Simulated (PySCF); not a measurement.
Basis and Hamiltonian dependence of the ionisation energy of Mg

Mg [Ne] 3s2 (1S) → Mg⁺ [Ne] 3s1 (2S). All values are computed (PySCF 2.14, energy differences of UHF-based or UKS calculations, no spin-orbit coupling). Values in eV.

```json
{"basis": "cc-pVDZ-DK", "Hamiltonian": "spin-free X2C", "functions": "18", "UHF": "6.634", "LDA": "n/a", "PBE0": "n/a", "MP2 (valence)": "7.215", "CCSD(T) (valence)": "7.527", "CCSD(T) (valence and next inner shell)": "n/a"}
{"basis": "6-31G*", "Hamiltonian": "non-relativistic", "functions": "18", "UHF": "6.614", "LDA": "n/a", "PBE0": "n/a", "MP2 (valence)": "7.201", "CCSD(T) (valence)": "7.516", "CCSD(T) (valence and next inner shell)": "n/a"}
{"basis": "x2c-SVPall", "Hamiltonian": "spin-free X2C", "functions": "18", "UHF": "6.597", "LDA": "n/a", "PBE0": "7.568", "MP2 (valence)": "7.144", "CCSD(T) (valence)": "7.465", "CCSD(T) (valence and next inner shell)": "n/a"}
{"basis": "Sapporo-DZP-2012", "Hamiltonian": "spin-free X2C", "functions": "22", "UHF": "6.618", "LDA": "n/a", "PBE0": "7.560", "MP2 (valence)": "7.099", "CCSD(T) (valence)": "7.472", "CCSD(T) (valence and next inner shell)": "n/a"}
{"basis": "x2c-TZVPPall", "Hamiltonian": "spin-free X2C", "functions": "32", "UHF": "6.621", "LDA": "7.749", "PBE0": "7.570", "MP2 (valence)": "7.211", "CCSD(T) (valence)": "7.510", "CCSD(T) (valence and next inner shell)": "7.570"}
{"basis": "x2c-TZVPall", "Hamiltonian": "spin-free X2C", "functions": "32", "UHF": "6.621", "LDA": "7.749", "PBE0": "7.570", "MP2 (valence)": "7.211", "CCSD(T) (valence)": "7.510", "CCSD(T) (valence and next inner shell)": "n/a"}
{"basis": "aug-cc-pVTZ-DK", "Hamiltonian": "spin-free X2C", "functions": "50", "UHF": "6.617", "LDA": "7.733", "PBE0": "7.553", "MP2 (valence)": "7.262", "CCSD(T) (valence)": "7.534", "CCSD(T) (valence and next inner shell)": "n/a"}
{"basis": "dyall-av2z", "Hamiltonian": "non-relativistic", "functions": "64", "UHF": "6.607", "LDA": "7.724", "PBE0": "7.546", "MP2 (valence)": "7.224", "CCSD(T) (valence)": "7.521", "CCSD(T) (valence and next inner shell)": "n/a"}
{"basis": "aug-cc-pCVTZ", "Hamiltonian": "non-relativistic", "functions": "75", "UHF": "6.606", "LDA": "7.719", "PBE0": "7.541", "MP2 (valence)": "7.255", "CCSD(T) (valence)": "7.527", "CCSD(T) (valence and next inner shell)": "7.600"}
{"basis": "aug-cc-pCVTZ-DK", "Hamiltonian": "spin-free X2C", "functions": "75", "UHF": "6.616", "LDA": "7.730", "PBE0": "7.551", "MP2 (valence)": "7.264", "CCSD(T) (valence)": "7.535", "CCSD(T) (valence and next inner shell)": "7.609"}
{"basis": "aug-cc-pCVTZ-DK with one added diffuse shell each of s, p, d, f type", "Hamiltonian": "spin-free X2C", "functions": "91", "UHF": "6.616", "LDA": "7.730", "PBE0": "7.551", "MP2 (valence)": "7.265", "CCSD(T) (valence)": "7.535", "CCSD(T) (valence and next inner shell)": "7.609"}
{"basis": "dyall-av3z", "Hamiltonian": "non-relativistic", "functions": "117", "UHF": "6.605", "LDA": "7.721", "PBE0": "7.542", "MP2 (valence)": "7.261", "CCSD(T) (valence)": "7.529", "CCSD(T) (valence and next inner shell)": "n/a"}
{"basis": "dyall-av3z", "Hamiltonian": "spin-free X2C", "functions": "117", "UHF": "6.615", "LDA": "7.732", "PBE0": "7.552", "MP2 (valence)": "7.270", "CCSD(T) (valence)": "7.537", "CCSD(T) (valence and next inner shell)": "n/a"}
{"basis": "aug-cc-pCVQZ", "Hamiltonian": "non-relativistic", "functions": "134", "UHF": "6.605", "LDA": "7.721", "PBE0": "7.540", "MP2 (valence)": "7.273", "CCSD(T) (valence)": "n/a", "CCSD(T) (valence and next inner shell)": "n/a"}
```

Extrapolation of MP2 (valence) from aug-cc-pCVTZ and aug-cc-pCVQZ: the correlation parts are 0.649 and 0.668 eV; with the X⁻³ form and unrounded values, (4³ × 0.668 − 3³ × 0.649)/(4³ − 3³) = 0.681 eV, and adding the Hartree-Fock value 6.605 eV of the larger basis gives 7.287 eV.

Frozen in the all-electron rows: valence: [Ne]; valence and next inner shell: 1s2.

Reference for a calculation without spin-orbit coupling: 7.646 eV (measured, between term centres; NIST).
